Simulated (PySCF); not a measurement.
**Structure from NMR data**

An unknown has the formula C$_{5}$H$_{8}$O. Its calculated NMR data are:

¹H NMR (300 MHz, computed): δ 6.12 (quint, J = 1.5 Hz, 1H), 6.04 (qd, J = 2.2, 1.3 Hz, 1H), 2.31 (s, 3H), 1.86 (t, J = 1.9 Hz, 3H).

¹³C{¹H} NMR (computed): δ 204.3, 156.6, 132.4, 26.6, 21.2.

Method: shielding tensors at B97-2/pcSseg-2 (GIAO), structure optimised with PBE0-D3(BJ)/def2-SVP, J couplings at B3LYP/pcJ-1 (without the spin–dipole term), in PySCF 2.14 (no relativistic terms, in vacuum, a single conformation, equivalent nuclei averaged).

Scale: TMS for ¹H (σref 31.36), ¹³C (σref 183.46) (reference shieldings calculated alike).

Problem. Propose a structure and justify it.

Solution. 
- The formula gives 2 degrees of unsaturation (no ring in the answer).
- 5 carbon signals for 5 carbons: no two carbons are equivalent.
- Carbon types of the structure: 2 × C, 1 × CH2, 2 × CH3, which accounts for all hydrogens.
- δC 204.3: ketone carbonyl carbon; low-lying n→π* states of the double bond to the heteroatom give a large paramagnetic term (-273 ppm).
- δC 156.6: α carbon of a C=C–C=O unit; as expected for a trigonal carbon in a double bond.
- δC 132.4: β carbon of a C=C–C=O unit; conjugation with the carbonyl draws π density from the β position.
- δC 26.6: methyl carbon α to a carbonyl; the adjacent C=O deshields it moderately.
- δC 21.2: allylic methyl carbon; aliphatic region, no heteroatom directly attached.
- δH 2.31: hydrogen on a methyl carbon α to a carbonyl; α to C=O.
- δH 1.86: hydrogen on an allylic methyl carbon; allylic position.

These data were computed for SMILES C=C(C)C(C)=O.

The shifts were computed for this structure.

Multiplet labels drop couplings under 1 Hz and merge nearly equal ones. Shifts are as computed. Against solution values, carbons near 30 ppm lie about +4 ppm off and those near 130 ppm about +7 ppm. Of 1211 compounds with measured shifts, 218 miss one by over three times the rms of a fit or turn the order of signals round; such compounds aren't used in these exercises.
